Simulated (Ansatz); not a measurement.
# N2 (nitrogen) at FCI/STO-3G (density fitting with def2-universal-jkfit, accuracy low)

Aim: energy and forces of N2 (nitrogen). 

The calculation is run with Ansatz 0.2.0.

### Step 1. The molecule

N2 has 2 atoms, charge 0, and is taken as a singlet. SMILES: `N#N`. Geometry: relaxed at PBE0-D4/def2-TZVP.

Bond lengths: N1–N2 1.090 Å.

### Step 2. Energy and forces at FCI/STO-3G (density fitting with def2-universal-jkfit, accuracy low)

File run.yaml:

```yaml
crystal:
  periodic: [false, false, false]
  atoms:
    - symbol: "N"
      position_ang: [0.465500, -0.150300, 0.239800]
    - symbol: "N"
      position_ang: [-0.465500, 0.150300, -0.239800]
basis:
  gaussian: {orbitals: STO-3G, fitting: {mean_field: def2-universal-jkfit}}
correlation: {method: fci, frozen_orbitals: {"N": 1}}
accuracy: low
output: {forces: true, orbitals: {seedname: orbitals}}
```

On the command line:

```console
ansatz run run.yaml --threads 1 --pin off --max-ram 2610MiB --events-out events.jsonl --progress --plain --runs-dir runs
```

Q: Predict the results. Wanted: total energy; dipole moment; correlation energy; largest force on an atom.

**Answer.** As computed:

Level: FCI/STO-3G (density fitting with def2-universal-jkfit, accuracy low), 2 core orbitals frozen.

| quantity | value |
| --- | --- |
| total energy | -107.64784 Eh |
| dipole moment (correlated density) | 0.00 D |
| correlation energy (2 core orbitals frozen) | -154.2 mEh |
| largest force on an atom | 17.395 eV/Å |

The largest force is 17.40 eV/Å: the shape isn't a stationary point for this species at this level. The accuracy setting is loose, so the last digits carry no meaning.
